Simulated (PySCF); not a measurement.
Energy landscape of HFO, triplet: collinear O-H-F surface. Scanned: O-H distance and H-F distance.

Cartesian coordinates as functions of the variables (Å; names that start with a are angles):
```
O  0  0  -r1
H  0  0  0
F  0  0  r2
```

Calculation: UHF/aug-cc-pVDZ run with PySCF 2.14.0.

Energy in kcal/mol above the lowest grid point; x is the O-H distance (Å), y the H-F distance (Å).

```
y \ x   0.82   0.89   0.97   1.05   1.13   1.23   1.34   1.46   1.60  1.79   2.04  2.38  2.81
-----  -----  -----  -----  -----  -----  -----  -----  -----  -----  ----  -----  ----  ----
2.67    46.8   33.5   30.5  150.8  154.6  139.6  130.2  121.8  114.5  96.0  103.0  98.2  98.3
2.25    46.9   33.6   30.6  129.7  132.8  133.3  126.2  119.1  112.6  95.7  102.0  97.8  97.8
1.93    48.2   34.8   31.7  108.7  110.6  115.4  116.6  112.6  107.9  94.3   99.5  96.1  96.2
1.70    51.5   38.0   34.6   90.4   90.9   94.0   98.3  100.3   98.9  91.0   94.1  92.4  92.0
1.52    58.0   43.8   39.8   74.6   73.4   74.6   77.2   80.3   82.9  84.2   83.9  84.5  83.8
1.38    66.9   52.3   47.5   62.3   59.2   58.3   59.0   60.5   62.5  65.0   67.3  69.3  70.0
1.27    75.9   60.0   53.6   53.5   48.5   45.4   44.3   44.3   45.0  46.4   48.1  49.8  51.2
1.17    87.7   69.6   60.3   47.3   40.0   34.6   31.4   29.8   29.2  29.5   30.5  31.9  33.0
1.08   102.1   80.5   66.5   44.5   34.6   26.7   21.4   18.1   16.3  15.6   16.0  16.9  18.0
0.99   121.3   94.0   72.8   46.7   33.6   22.6   14.9    9.8    6.6   4.8    4.5   5.1   6.0
0.92   141.0  107.8   80.8   54.2   38.0   24.2   14.4    7.8    3.5   0.8    0.0   0.4   1.2
0.85   168.1  128.5   95.8   70.0   50.2   33.2   21.1   12.8    7.3   3.8    2.4   2.6   3.3
0.78   208.3  161.8  123.3   95.5   74.9   54.2   39.4   29.4   22.6  18.3   16.5  16.5  17.0
```

Points that lie below all their neighbours on the grid: x = 2.04, y = 0.92 (0.0 kcal/mol); x = 0.97, y = 2.67 on the edge of the grid (30.5 kcal/mol). The lowest path on the grid from the first to the second passes x = 1.05, y = 1.27 at 53.5 kcal/mol.
